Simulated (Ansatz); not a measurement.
Two shapes of singlet H₃O(+).

Shape 1:

```xyz
4

O     0.0000    0.0000    0.0745
H     0.9429    0.0000   -0.1986
H    -0.4715    0.8166   -0.1986
H    -0.4715   -0.8166   -0.1986
```

Shape 2:

```xyz
4

O     0.0307    0.0196    0.0403
H     0.8961    0.0111   -0.2122
H    -0.4661    0.8628   -0.2170
H    -0.4427   -0.8088   -0.2387
```

Basis set: cc-pVTZ (spherical functions). Left uncorrelated: 1 orbital. Charge 1, multiplicity 1.

Computed with Ansatz (development build ahead of 0.2.0); each method stands on the lowest determinant of its kind that the runs found.

**Question.** Which shape is lower in energy, and by how much in each method?

**Answer.**

```tsv
method	E(2) − E(1) (eV)
RHF	0.162
RHF-MP2	0.196
```

Shape 1 is lower.
